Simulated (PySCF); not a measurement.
Gas-phase reaction: 2 SiO(OH)2 + 2 SiF4 → 3 O2 + 4 SiHF2

Energies from PySCF, thermal terms from the rigid-rotor harmonic-oscillator model, ideal gas at 1 bar. † marks an energy on the PBE0/def2-TZVP geometry and frequencies. MP2 freezes the core. Open shells (unrestricted): O2 (multiplicity 3), SiHF2 (multiplicity 2); the rest are closed-shell singlets. SiO(OH)2, SiHF2: computed as isolated molecules; such fragments, hydroxides, amides, oligomers or adducts are transient or little studied in the gas. MP2 isn't extrapolated to the basis-set limit.

MP2/def2-TZVPP† gives ΔH°(298 K) = 2536 kJ.

What do HF/def2-TZVP†, LDA/def2-TZVP†, ωB97M-V/def2-TZVP† give?

HF/def2-TZVP†: 2047 kJ; LDA/def2-TZVP†: 2468 kJ; ωB97M-V/def2-TZVP†: 2416 kJ. For scale, ΔH°(298 K) is 2536 kJ at this level, 2416 kJ at ωB97M-V/def2-TZVP†, and runs from 1929 to 3151 kJ over the 20 levels computed.
